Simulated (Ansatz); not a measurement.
Geometry optimisation, RKS r2SCANh-D4/6-31G* in Ansatz 0.2.0.

Input:

```yaml
crystal:
  periodic: [false, false, false]
  atoms:
    - { symbol: C, position_ang: [-0.6025, 0.5853, -2.0579] }
    - { symbol: C, position_ang: [-0.0169, 0.4154, -1.0779] }
    - { symbol: "N", position_ang: [0.7387, 0.1638, 0.1175] }
    - { symbol: C, position_ang: [0.1637, -0.606, 1.1449] }
    - { symbol: H, position_ang: [-1.2107, 0.8078, -2.9726] }
    - { symbol: H, position_ang: [-0.2012, 1.1998, -0.34384] }
    - { symbol: H, position_ang: [0.8011, -0.8105, 1.983] }
    - { symbol: H, position_ang: [-0.2026, -1.5629, 0.7403] }
    - { symbol: H, position_ang: [-0.7735, -0.057, 1.5805] }
basis:
  gaussian: { orbitals: "6-31G*" }
hamiltonian:
  xc: r2scanh
  dispersion: d4
relax:
  f_tol: 0.02
  max_steps: 50
```

Launched with:

```bash
$ ansatz run input.yaml --threads 2 --pin off --max-ram 3072MiB --backend cpu --events-out ev --progress --plain --runs-dir out
```

Q: Where does it end, and by what steps?

A: The run converged. After 10 steps the energy has fallen by 4.118 eV; H6 moved furthest, 1.24 Å. The start is strongly strained (largest force component 10 eV/Å), so its close contacts needn't be bonds. Parted: C2–H6. Joined: N3–H6.

```tsv
step	energy less start (eV)	largest force component (eV/Å)	accepted
0	0.0000	10.240	yes
1	-0.9523	1.513	yes
2	-1.2206	2.750	yes
3	-2.0758	4.963	yes
4	-3.0155	3.851	yes
5	-3.6288	1.612	yes
6	-3.9774	0.570	yes
7	-4.0899	0.416	yes
8	-4.1156	0.111	yes
9	-4.1176	0.075	yes
10	-4.1182	0.016	yes
```

```xyz
9
Properties=species:S:1:pos:R:3
C -0.793 0.473 -2.156
C -0.188 0.453 -1.107
N 0.508 0.379 0.043
C 0.014 -0.549 1.057
H -1.319 0.500 -3.080
H 0.770 1.283 0.416
H 0.729 -0.579 1.882
H -0.047 -1.545 0.614
H -0.978 -0.279 1.445
```

The run took 22 s on 2 threads of Arm Neoverse V1, on a shared host, peak memory 0.15 GiB.
